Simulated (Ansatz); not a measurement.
Results of RPBE (Ansatz, an electronic-structure program, PAW) for bcc Ta.

Run with plane-wave cutoff 520 eV, 28×28×28 k mesh, Fermi–Dirac smearing 0.055 eV (set by the program), scalar-relativistic PAW data made under PBE.

Cell (relaxed at this level):

```cif
data_Ta2
_chemical_formula_sum 'Ta2'
_space_group_name_H-M_alt 'Im-3m'
_space_group_IT_number 229
_space_group_name_Hall '-I 4 2 3'
_cell_length_a 3.33887
_cell_length_b 3.33887
_cell_length_c 3.33887
_cell_angle_alpha 90.000
_cell_angle_beta 90.000
_cell_angle_gamma 90.000
loop_
_atom_site_label
_atom_site_type_symbol
_atom_site_symmetry_multiplicity
_atom_site_Wyckoff_symbol
_atom_site_fract_x
_atom_site_fract_y
_atom_site_fract_z
_atom_site_occupancy
Ta1 Ta 2 a 0.00000 0.00000 0.00000 1
```
(The calculation used a cell of 1 atom; values per cell refer to that cell.)

Question: Predict the elastic constant C11, Voigt–Reuss–Hill bulk modulus, Young modulus, Poisson ratio, Voigt–Reuss–Hill shear modulus (Hill average), elastic constant C12 and elastic constant C44.

Answer: 
* **elastic constant C11**: 250 GPa
* **Voigt–Reuss–Hill bulk modulus**: 187 GPa
* **Young modulus**: 166 GPa
* **Poisson ratio**: 0.352
* **Voigt–Reuss–Hill shear modulus (Hill average)**: 61.5 GPa
* **elastic constant C12**: 155 GPa
* **elastic constant C44**: 72.9 GPa

Measured, for comparison: elastic constant C11 266 GPa, elastic constant C12 158 GPa, elastic constant C44 87.4 GPa (0 K, extrapolated to 0 K; zero-point effects included; as tabulated in Wang et al. (2022), arXiv:2209.12322). Computed (rounded) less measured: elastic constant C11 -6 %, elastic constant C12 -2 %, elastic constant C44 -17 %.

Note: shear constants of such metals converge slowly with the k mesh.

Elastic constants are with the ions relaxed.

Spin–orbit coupling is not included.

Computed values are for the static lattice.

The result took very roughly 7 core-minutes.
